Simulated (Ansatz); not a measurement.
A nudged elastic band was laid between two geometries of C3H8FNS (14 atoms, charge 0, multiplicity 1).

Computed with Ansatz, RHF/def2-SVP.

```yaml
movable_images: 7
climbing_image: yes
spring: 5.0 eV/Å²
optimiser: quadratic models (default)
start_path: IDPP
force_threshold: 0.05 eV/Å
iteration_limit: 60
end_points: relaxed
```

Image 0:

```xyz
14
Properties=species:S:1:pos:R:3
C -1.368 -1.588 -0.682
S -1.445 0.109 -0.056
C 0.314 0.649 -0.128
C 1.198 -0.046 0.886
N 0.387 2.058 0.019
F 0.781 0.337 -1.368
H -2.399 -1.920 -0.796
H -0.862 -2.257 0.012
H -0.877 -1.611 -1.651
H 1.190 -1.123 0.726
H 0.854 0.157 1.899
H 2.218 0.318 0.767
H -0.274 2.535 -0.567
H 0.271 2.353 0.969
```

Image 8:

```xyz
14
Properties=species:S:1:pos:R:3
C -1.422 -1.589 -0.634
S -1.497 0.013 0.205
C 0.211 0.628 -0.014
C 1.219 -0.030 0.905
N 0.156 2.020 0.195
F 0.603 0.332 -1.304
H -2.428 -2.003 -0.580
H -0.738 -2.277 -0.138
H -1.138 -1.467 -1.675
H 1.252 -1.104 0.734
H 0.957 0.161 1.943
H 2.213 0.374 0.701
H 1.065 2.443 0.142
H -0.466 2.471 -0.450
```

**Question.** Which bonds break or form, and what moves?

**Answer.** No bond is made or broken. The dihedral S2–C3–N5–H14 goes from 77 to -59°.

**Question.** Give the energies along the band, and the barrier.

**Answer.** It converged. The highest image is number 4 of 0 to 8, 0.144 eV above the first end and 0.273 eV above the last; the last end lies 0.129 eV below the first. A vibrational analysis at the climbing image gives one clearly imaginary mode, 342i cm⁻¹: a first-order saddle point.

```tsv
image	path coordinate (Å)	energy (eV)	dihedral S2–C3–N5–H14 (°)
0	0.00	0.000	77
1	0.37	0.011	63
2	0.73	0.053	45
3	1.10	0.113	27
4	1.46	0.144	9
5	1.93	0.083	-14
6	2.40	-0.046	-37
7	2.86	-0.121	-56
8	3.33	-0.129	-59
```

**Question.** What is the geometry of the highest image?

**Answer.** 
```xyz
14
Properties=species:S:1:pos:R:3
C -1.389 -1.596 -0.485
S -1.462 0.110 0.115
C 0.268 0.673 -0.088
C 1.270 -0.120 0.725
N 0.327 2.075 0.223
F 0.617 0.524 -1.402
H -2.421 -1.919 -0.607
H -0.894 -2.259 0.221
H -0.892 -1.632 -1.452
H 1.257 -1.177 0.462
H 1.051 -0.008 1.785
H 2.263 0.282 0.526
H 0.514 2.593 -0.616
H -0.524 2.423 0.622
```

**Question.** What are the harmonic wavenumbers there?

**Answer.** 342i, 74, 166, 226, 296, 332, 378, 431, 483, 555, 700, 781, 893, 961, 1049, 1064, 1071, 1157, 1254, 1356, 1409, 1467, 1535, 1572, 1579, 1588, 1593, 1766, 3202, 3206, 3294, 3309, 3313, 3324, 3761, 3848 cm⁻¹.

Time of the run: 100 s on 2 threads of Arm Neoverse V2 (shared host), peak memory 0.31 GiB.
